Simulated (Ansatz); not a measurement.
Process, species as SMILES: C#C (C2H2) → 2 C atom + 2 H atom
B3LYP-D3(BJ)/def2-TZVP geometries, fixed; electronic energies without zero-point terms.

How fast the atomisation energy converges with the basis for several methods (Ansatz, a program for electronic structure): deviation from each method's own reference, in kcal/mol. References: B3LYP 403.73 kcal/mol, the value in aug-pcseg-3; CCSD(T) 403.26 kcal/mol, Hartree-Fock in aug-cc-pVQZ plus the correlation part extrapolated as X^-3 from aug-cc-pVTZ and aug-cc-pVQZ; HF 294.88 kcal/mol, the value in aug-pcseg-3; MP2 413.87 kcal/mol, Hartree-Fock in aug-cc-pVQZ plus the correlation part extrapolated as X^-3 from aug-cc-pVTZ and aug-cc-pVQZ; PBE 414.88 kcal/mol, the value in aug-pcseg-3; wB97M-V 404.38 kcal/mol, the value in aug-pcseg-3. Cartesian d functions, on some or all atoms, in 6-31+G*; all else is spherical. In correlated methods cores are frozen. Open shells are unrestricted. No added dispersion term, no relativity. Functionals ending in -V hold VV10 correlation. 

| basis | functions | B3LYP | CCSD(T) | HF | MP2 | PBE | wB97M-V |
|---|---|---|---|---|---|---|---|
| STO-3G | 12 | 45.36 | 5.70 | 33.94 | -4.27 | 55.00 | 56.25 |
| 6-31+G* | 42 | -8.64 | -33.66 | -6.92 | -35.80 | -7.72 | -5.79 |
| def2-SVPD | 56 | 0.49 | -16.83 | 2.04 | -17.29 | 1.54 | 4.11 |
| cc-pVTZ | 88 | -0.81 | -10.32 | -1.75 | -10.88 | -0.26 | -0.50 |
| def2-TZVPPD | 108 | -0.63 | -9.51 | -1.32 | -9.78 | -0.19 | -0.04 |
| 6-311++G(3df,3pd) | 114 | -0.31 | -8.29 | -0.84 | -8.49 | 0.00 | -0.37 |
| aug-pcseg-2 | 138 | -0.10 | -6.83 | 0.04 | -7.40 | -0.01 | 0.24 |
| def2-QZVPP | 174 | -0.28 | -3.92 | -0.85 | -4.17 | -0.24 | -0.41 |

Mean absolute deviation over cc-pVTZ, def2-TZVPPD, 6-311++G(3df,3pd), aug-pcseg-2: PBE 0.11, wB97M-V 0.29, B3LYP 0.46, HF 0.99, CCSD(T) 8.74, MP2 9.14 kcal/mol.
